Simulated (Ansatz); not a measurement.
# MoS₂ (R-3m)

These are results of Ansatz, DFT PBEsol, scalar-relativistic, plane waves, PAW, not measurements.

Settings: cutoff 420 eV, Γ-centred mesh 18×18×18 on the computed 3-atom cell, Gaussian smearing of 0.10 eV; no spin polarisation.

The structure is relaxed at this level of theory with its symmetry kept. This form isn't the usual stable structure of the compound.

```cif
data_structure
_symmetry_space_group_name_H-M 'R-3m:H'
_symmetry_Int_Tables_number 166
_cell_length_a 3.1204
_cell_length_b 3.1204
_cell_length_c 18.2581
_cell_angle_alpha 90.000
_cell_angle_beta 90.000
_cell_angle_gamma 120.000
_cell_volume 153.96
loop_
_atom_site_label
_atom_site_type_symbol
_atom_site_symmetry_multiplicity
_atom_site_Wyckoff_symbol
_atom_site_fract_x
_atom_site_fract_y
_atom_site_fract_z
_atom_site_occupancy
Mo1 Mo 3 a 0.00000 0.00000 0.00000 1
S1 S 6 c 0.00000 0.00000 0.75436 1
```

Formation energy from the elements' standard states (uncorrected)?

-0.703 eV/atom.

Density of states at the Fermi level?

0.85 states/eV per cell.

Löwdin character within 0.5 eV of the Fermi level?

Mo 4d 49 %, S 3p 47 %.

Bader charges (e)?

Mo (1 in the cell) 1.22, S (2 in the cell) -0.61.

Each cell of MoS2 holds layers, and where no dispersion correction was added their binding is poorly described.

A ferromagnetic start lost its moments in a first run, so spin was left out; other magnetic orders weren't tried.